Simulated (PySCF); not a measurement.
**Which determinant of NaP lies lowest?**

Unrestricted PBE0; Na 6-311G(d,p), P 6-311G(d,p); no relativity (PySCF 2.14). Outer shells of the fragments: Na 3s1; P 3s2 3p3.

Followed along the bond (rough minima from three points):

| 2Ms+1 | unpaired | ⟨S²⟩ at the start | R at minimum (Å) | Te (eV) |
| --- | --- | --- | --- | --- |
| 3 | π ↑↑ | 2.02 | 2.68 | 0.00 |
| 1 | π ↑↓ | 1.01 | 2.67 | 0.36 |
| 3 | σ ↑, π ↑ | 2.00 | 2.55 | 0.71 |
| 1 | σ ↓, π ↑ | 1.01 | 2.57 | 1.04 |
| 1 | none | 0.00 | 2.66 | 1.43 |

Solutions found at the starting distance of 2.640 Å, counted from the lowest of them; the search is not exhaustive and high or unbound solutions are not listed, so other states can lie among these:

```tsv
2Ms+1	unpaired	term	E (eV)	⟨S²⟩	⟨Lz²⟩	μ (D)
3	π ↑↑	³Σ⁻	0.00	2.02	0.00	-7.50
1	π ↑↓	mixed	0.36	1.01	2.01	-7.72
3	σ ↑, π ↑	³Π	0.73	2.00	1.01	-8.93
1	σ ↓, π ↑	mixed	1.04	1.01	1.01	-8.86
1	none	mixed	1.43	0.00	2.00	-7.81
5	σ ↑↑, π ↑↑	⁵Σ⁻	1.87	6.00	0.00	3.20
3	σ ↑↑, π ↑↓	mixed	2.63	3.01	2.01	3.34
1	σ ↓↓, π ↑↑	mixed	2.64	2.01	0.00	3.54
5	σ ↑, π ↑↑↑	⁵Π	3.38	6.00	1.00	2.04
3	σ ↑, π ↑	³Π	3.46	2.00	1.00	3.20
```

A term symbol is given only where ⟨S²⟩ and ⟨Lz²⟩ are close to those of a pure state; real π, δ and φ orbitals otherwise mix terms. A positive dipole means Na(−)P(+).

Counting both spins, an empty level lies below a filled one in some of these solutions, because spin and occupation are held.
